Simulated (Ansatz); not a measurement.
# ClH5NSi: the cost of one run

Program: Ansatz 0.2.0. Level of theory: UKS PBE0/6-31G*. These are calculated values, not measurements.

### Step 1. The starting structure

Bond lengths: Si1–Cl2 2.380 Å, Si1–H3 1.460 Å, Si1–H4 1.459 Å, Si1–H5 1.459 Å, Cl2–N6 2.030 Å, N6–H7 1.060 Å, N6–H8 1.060 Å. Angles: Si1–Cl2–N6 180.0°, Cl2–Si1–H3 109.5°, Cl2–Si1–H4 109.5°, Cl2–Si1–H5 109.5°, H3–Si1–H4 109.5°, H3–Si1–H5 109.5°, H4–Si1–H5 109.5°, Cl2–N6–H7 120.0°, Cl2–N6–H8 120.0°, H7–N6–H8 120.0°.

Coordinates:

```xyz
8

Si    0.0000    0.0000    0.0000
Cl    0.0000    0.0000    2.3800
H     1.3768    0.0000   -0.4862
H    -0.6877    1.1914   -0.4862
H    -0.6877   -1.1914   -0.4862
N     0.0000    0.0000    4.4100
H    -0.4960   -0.7725    4.9400
H     0.4960    0.7725    4.9400
```

### Step 2. A restrained relaxation towards end A

Springs on the bonds that form and break draw the guess towards this end; the thresholds are loose.

Contents of input.yaml:

```yaml
crystal:
  periodic: [false, false, false]
  atoms:
    - { symbol: Si, position_ang: [0.0, 0.0, 0.0] }
    - { symbol: Cl, position_ang: [0.0, 0.0, 2.38] }
    - { symbol: H, position_ang: [1.3768, 0.0, -0.4862] }
    - { symbol: H, position_ang: [-0.6877, 1.1914, -0.4862] }
    - { symbol: H, position_ang: [-0.6877, -1.1914, -0.4862] }
    - { symbol: "N", position_ang: [0.0, 0.0, 4.41] }
    - { symbol: H, position_ang: [-0.496, -0.7725, 4.94] }
    - { symbol: H, position_ang: [0.496, 0.7725, 4.94] }
magnetization:
  spin_polarized: true
  initial_magnetization: 1
basis:
  gaussian: { orbitals: "6-31G*" }
hamiltonian:
  xc: pbe0
relax:
  f_tol: 0.15
  max_steps: 25
  restrain:
    - { distance: [1, 5], at: 2.93, k: 30.0 }
    - { distance: [0, 1], at: 2.13, k: 30.0 }
```

The run is started by

```sh
$ ansatz run input.yaml --threads 1 --pin off --max-ram 2048MiB --backend cpu --events-out ev --progress --plain --runs-dir out
```

**Question.** How long does this run take on 1 thread of Intel Xeon 6975P-C (Granite Rapids), shared host, and how much memory does it need?

About 30 s, with a peak of 0.19 GiB.
